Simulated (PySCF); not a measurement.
Reaction (SMILES): OC (CH3-OH) + [H][H] (H2) → C (CH4) + O (H2O)
B3LYP-D3(BJ)/def2-TZVP geometries, fixed; electronic energies without zero-point terms.
Largest species:
```
C
H 1 1.0891
H 1 1.0957 2 108.34
H 1 1.0957 2 108.34 3 -117.92
O 1 1.4207 2 106.80 3 121.04
H 5 0.9621 1 108.72 2 -180.00
```

How fast the energy of full hydrogenation converges with the basis for several methods (PySCF): deviation from each method's own reference, in kcal/mol. References: B3LYP -30.03 kcal/mol, the value in pcseg-3; HF -30.68 kcal/mol, the value in pcseg-3; PBE -29.62 kcal/mol, the value in pcseg-3. All functions are spherical. Density fitting with generated auxiliary sets. No added dispersion term, no relativity. 

| basis | functions | B3LYP | HF | PBE |
|---|---|---|---|---|
| def2-SVP | 48 | 4.50 | 1.11 | 4.81 |
| cc-pVDZ | 48 | 4.49 | 0.93 | 4.96 |
| 6-31G** | 48 | 4.29 | 0.92 | 4.60 |
| 6-311G** | 60 | 2.28 | 0.71 | 2.69 |
| 6-311+G** | 68 | -0.01 | -0.41 | 0.03 |
| aug-cc-pVDZ | 82 | -0.71 | -0.96 | -0.50 |
| def2-TZVPD | 113 | 0.73 | 0.60 | 0.69 |
| 6-311++G(3df,3pd) | 150 | 0.19 | 0.28 | 0.23 |
| aug-pcseg-2 | 184 | -0.16 | -0.07 | -0.11 |
| cc-pVQZ | 230 | 0.65 | 0.21 | 0.82 |
| def2-QZVPP | 234 | 0.15 | 0.03 | 0.21 |
| pcseg-3 | 252 | 0.00 | 0.00 | 0.00 |

Mean absolute deviation over 6-311G**, 6-311+G**, def2-TZVPD, 6-311++G(3df,3pd), aug-pcseg-2: HF 0.41, B3LYP 0.67, PBE 0.75 kcal/mol.
